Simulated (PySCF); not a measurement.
## Basis-set dependence of LiB at CCSD(T)

PySCF, UHF reference; triplet, unpaired electrons σ ↑, π ↑; De to Li + B without counterpoise correction. Frozen cores follow the default of each basis and core potential.

```csv
basis,relativity,functions,Re (Å),ωe (cm⁻¹),De (eV),frozen orbitals
3-21G,no relativity,18,2.232,503,0.80,1
pcseg-1,no relativity,23,2.162,521,0.86,1
"6-31G(d,p)",no relativity,28,2.153,541,0.96,1
def2-SVPD,no relativity,32,2.151,542,1.13,1
def2-TZVPP,no relativity,50,2.139,544,1.14,1
cc-pVTZ,no relativity,60,2.132,547,1.21,1
```

(1) How does each smaller set differ from the one with most functions, cc-pVTZ?

Correlated steps freeze 1 core orbital. Correlated levels converge slowly with the basis: in double zeta they bind strong bonds too weakly, by up to about 1 eV, and carry superposition errors of some tenths. 3-21G is very small, so such numbers show the basis as much as the molecule. The state is the lowest determinant that a PBE0 search found; another state may lie lower at other levels.

## Answers

(1) 3-21G: +10.0 pm, -8.0 % in ωe, -0.41 eV in De; pcseg-1: +3.0 pm, -4.8 % in ωe, -0.35 eV in De; 6-31G(d,p): +2.1 pm, -1.1 % in ωe, -0.25 eV in De; def2-SVPD: +1.9 pm, -0.9 % in ωe, -0.08 eV in De; def2-TZVPP: +0.7 pm, -0.5 % in ωe, -0.07 eV in De. All at CCSD(T); the set with most functions is neither the basis-set limit nor always the best.
